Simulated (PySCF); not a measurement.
## Core-level binding energies of protonated hydrogen cyanide Ion

Protonated hydrogen cyanide Ion, CH2N (charge +1).
Atom-mapped SMILES: `[CH:1]#[NH+:2]`

Cartesian coordinates in Å at the PBE0-D3(BJ)/def2-SVP level; atoms count from 1:
```xyz
4
CH2N angstrom
C      0.577   -0.036   -0.016
N     -0.561   -0.002   -0.023
H      1.672   -0.070   -0.009
H     -1.584    0.027   -0.028
```

The calculation used delta-SCF UKS SCAN, pcX-2 on the ionised atom, pcseg-1 elsewhere, spin-free X2C in PySCF. Binding energies are ΔSCF values: E(core-ionised, relaxed orbitals) − E(ground state) at a fixed geometry, referred to the vacuum level.

Problem. What binding energy does each computed site have?

Solution. 
```json
{"atom(s)": "C1", "bonded to": "N (triple bond) and H", "level": "C 1s", "binding energy (eV)": "303.52", "count": "1"}
{"atom(s)": "N2", "bonded to": "C (triple bond) and H", "level": "N 1s", "binding energy (eV)": "416.60", "count": "1"}
```

Problem. Which photon energy gives electrons from C 1s of C1 a kinetic energy of 200 eV, and what is their de Broglie wavelength?

Solution. hν = 303.52 + 200 = 503.52 eV, recoil neglected; λ = 12.264 Å/√(E/eV) = 0.87 Å.

Problem. Give the binding energy of C 1s of C1 in hartree and in kJ/mol.

Solution. 303.52 eV = 11.1542 Eh = 29285 kJ/mol.

Spin contamination (⟨S²⟩ against 0.75 for a pure doublet) is marked for C 1s of C1 (0.92), which makes this value less certain. The species carries charge +1, so core ionisation leaves charge +2. Isolated species at its PBE0-D3(BJ)/def2-SVP geometry, gas phase.

Hardware: one thread, Arm Neoverse V1 (aarch64), shared host. Cost: 1.9 s wall, 0.33 GiB resident at most.
